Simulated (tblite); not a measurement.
Start geometry of `O=C1[CH]C1` [radical] from a force field or distance geometry (Å):
```
atom  x, y, z in Å
O1     1.8290   -0.4739    0.2036
C2     0.7880   -0.2540   -0.4003
C3    -0.1053    0.8796   -0.4220
C4    -0.5914   -0.4033   -0.0060
H5     0.1259    1.7131    0.2294
H6    -0.7973   -0.5330    1.0537
H7    -1.2456   -0.9236   -0.6855
```

Q: What comes out of this run: tblite 0.8.0, GFN2-xTB geometry optimisation, gas phase?

A: 
```
atom  x, y, z in Å
O1     1.9315   -0.7464   -0.2032
C2     0.9299   -0.1090   -0.1466
C3     0.0272    0.8845   -0.2501
C4    -0.6497   -0.3701    0.0911
H5    -0.0762    1.8775    0.1260
H6    -1.1736   -0.4792    1.0342
H7    -0.9857   -1.0524   -0.6785
```

The energy falls by 25.8 kcal/mol over 29 L-BFGS steps, the largest force on an atom goes from 3.44 to 0.010 eV/Å, and the atoms move by 0.321 Å rms after alignment. The bond that changes most is C2–C4 (ends: carbon bonded to 2 C and O; carbon bonded to 2 C and 2 H), which lengthens by 0.176 Å. Bonds longer at the end by more than 0.005 Å: 2 of 7; shorter: 3. Among the angles that change most is O1–C2–C3, from 132.5° to 163.2°. Among the dihedrals that turn most is O1–C2–C4–H7, from -131° to -59°. Rotational constants go from 23922, 8321, 6846 to 24922, 7576, 6054 MHz. The orientation of the end geometry is arbitrary; only internal coordinates are fixed.

Time: under 0.1 s of wall time. Hardware: one thread of an Arm Neoverse V1, on a shared host.

Its GFN2-xTB frequencies are all real (lowest 285 cm⁻¹).

The numbers are calculated, not measured.
